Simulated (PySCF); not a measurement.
## Level sweep

C3H8O.
Cartesian coordinates in Å at the PBE0-D3(BJ)/def2-SVP level; atoms count from 1:
```xyz
12
C3H8O angstrom
C     -1.493    0.083    0.265
C     -0.186    0.088   -0.510
C      1.016   -0.283    0.343
O      2.214   -0.344   -0.383
H     -1.710   -0.917    0.675
H     -1.463    0.786    1.114
H     -2.343    0.369   -0.371
H     -0.235   -0.612   -1.360
H     -0.016    1.090   -0.948
H      1.090    0.416    1.203
H      0.865   -1.286    0.776
H      2.377    0.530   -0.753
```

PySCF, dipoles from the SCF density, polarisabilities from static response with core orbitals frozen. One conformer (not necessarily the lowest) at the PBE0-D3(BJ)/def2-SVP geometry, without solvent, vibrations or thermal averaging.

**Question.** Compare the levels for these properties.

**Answer.** 

```json
{"level": "LDA/def2-SVPD", "μ (D)": "1.749", "α (Å³)": "7.05", "error (%)": "+5.6", "anisotropy (Å³)": "1.41"}
{"level": "PBE/def2-SVPD", "μ (D)": "1.682", "α (Å³)": "6.94", "error (%)": "+4.1", "anisotropy (Å³)": "1.40"}
{"level": "B3LYP/def2-SVPD", "μ (D)": "1.755", "α (Å³)": "6.72", "error (%)": "+0.8", "anisotropy (Å³)": "1.27"}
{"level": "PBE0/def2-SVPD", "μ (D)": "1.747", "α (Å³)": "6.64", "error (%)": "-0.4", "anisotropy (Å³)": "1.26"}
{"level": "BHandHLYP/def2-SVPD", "μ (D)": "1.821", "α (Å³)": "6.45", "error (%)": "-3.3", "anisotropy (Å³)": "1.15"}
{"level": "CAM-B3LYP/def2-SVPD", "μ (D)": "1.809", "α (Å³)": "6.62", "error (%)": "-0.8", "anisotropy (Å³)": "1.19"}
{"level": "wB97X-D/def2-SVPD", "μ (D)": "1.781", "α (Å³)": "6.60", "error (%)": "-1.0", "anisotropy (Å³)": "1.19"}
{"level": "LC-wPBE/def2-SVPD", "μ (D)": "1.820", "α (Å³)": "6.45", "error (%)": "-3.3", "anisotropy (Å³)": "1.14"}
{"level": "HF/def2-SVPD", "μ (D)": "1.875", "α (Å³)": "6.19", "error (%)": "-7.2", "anisotropy (Å³)": "1.00"}
{"level": "PBE0/6-31G*", "μ (D)": "1.680", "α (Å³)": "5.43", "error (%)": "-18.6", "anisotropy (Å³)": "0.85"}
{"level": "PBE0/6-31+G*", "μ (D)": "1.896", "α (Å³)": "6.07", "error (%)": "-9.0", "anisotropy (Å³)": "1.01"}
{"level": "PBE0/def2-SVP", "μ (D)": "1.635", "α (Å³)": "5.61", "error (%)": "-15.9", "anisotropy (Å³)": "0.88"}
{"level": "PBE0/aug-cc-pVDZ", "μ (D)": "1.690", "α (Å³)": "6.79", "error (%)": "+1.9", "anisotropy (Å³)": "1.34"}
{"level": "PBE0/def2-TZVP", "μ (D)": "1.673", "α (Å³)": "6.37", "error (%)": "-4.5", "anisotropy (Å³)": "1.14"}
{"level": "PBE0/def2-TZVPD", "μ (D)": "1.688", "α (Å³)": "6.78", "error (%)": "+1.7", "anisotropy (Å³)": "1.33"}
```

Reference polarisability: 6.670 Å³ (measured, gas; NIST CCCBDB Release 22 (SRD 101), experimental polarizabilities). The anisotropy is √(½[(α1 − α2)² + (α2 − α3)² + (α3 − α1)²]). For the polarisability, the smallest error is 0.4% (PBE0/def2-SVPD) and the largest 18.6% (PBE0/6-31G*). The dipole runs from 1.63 D (PBE0/def2-SVP) to 1.90 D (PBE0/6-31+G*). In one basis (def2-SVPD) the functionals order the polarisability from HF (lowest) to LDA (highest), a spread of 14%. With PBE0 the polarisability is 5.80 Å³ without diffuse functions (mean of 6-31G*, def2-SVP and def2-TZVP) and 6.57 Å³ with them (mean of 6-31+G*, def2-SVPD, aug-cc-pVDZ and def2-TZVPD). Measured values can belong to vibrating molecules and may average over conformers; the computed ones are for one fixed geometry.
